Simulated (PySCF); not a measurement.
# One reaction down a group: B, Al, Ga

The same gas-phase reaction for B, Al, Ga:
- 2 BH + 2 H2 → B2H6
- 2 AlH + 2 H2 → Al2H6
- 2 GaH + 2 H2 → Ga2H6

Energies from PySCF, thermal terms from the rigid-rotor harmonic-oscillator model, ideal gas at 1 bar. † marks an energy on the PBE0/def2-TZVP geometry and frequencies; other levels use their own. MP2 freezes the core. All species are closed-shell singlets. Ga: all electrons, no relativistic terms. Al2H6, GaH, Ga2H6: computed as isolated molecules; such fragments, hydroxides, amides, oligomers or adducts are transient or little studied in the gas. MP2 isn't extrapolated to the basis-set limit. The harmonic model lacks anharmonicity and excited electronic states, which grow with temperature; levels with a mode under 35 cm⁻¹ are left out.

ΔH°(298 K) in kJ, by level:

| level | B | Al | Ga |
|---|---|---|---|
| ωB97M-V/def2-TZVP† | -871.2 | -383.2 | -257.1 |
| MP2/def2-SVP† | -899.5 | -409.5 | -295.4 |
| BLYP/def2-TZVP† | -838.3 | -332.9 | -172.2 |
| ωB97X-V/def2-TZVP† | -888.9 | -419.7 | -287.8 |
| PBE/def2-SVP | -953.4 | -406.9 | -274.1 |
| PBE0/def2-QZVP† | -933.3 | -407.3 | -280.0 |
| r2SCAN/def2-TZVP† | -938.7 | -434.8 | -304.8 |

At ωB97M-V/def2-TZVP†, ΔH° rises from B to Ga, over a range of 614.1 kJ; the steps are +488.0, +126.1 kJ. 7 of the 7 levels shown give the same order. The levels scatter most for Ga (132.6 kJ between the highest and the lowest) and least for Al (101.9 kJ). ΔS°(298 K) runs from -372.0 to -361.0 J/K, so TΔS° at 298 K spreads over 3.3 kJ among the members, against 614.1 kJ for ΔH°.

Free energies at ωB97M-V/def2-TZVP†:

```tsv
member	ΔS°(298 K), J/K	ΔG°(298 K), kJ	ΔG°(1200 K), kJ	ΔG° changes sign
B	-372.0	-760	-401	2000 to 2500 K
Al	-361.0	-276	56	1000 to 1200 K
Ga	-363.4	-149	184	600 to 800 K
```

The NASA 1993 table holds none of these reactions whole; the comparison is among the levels.
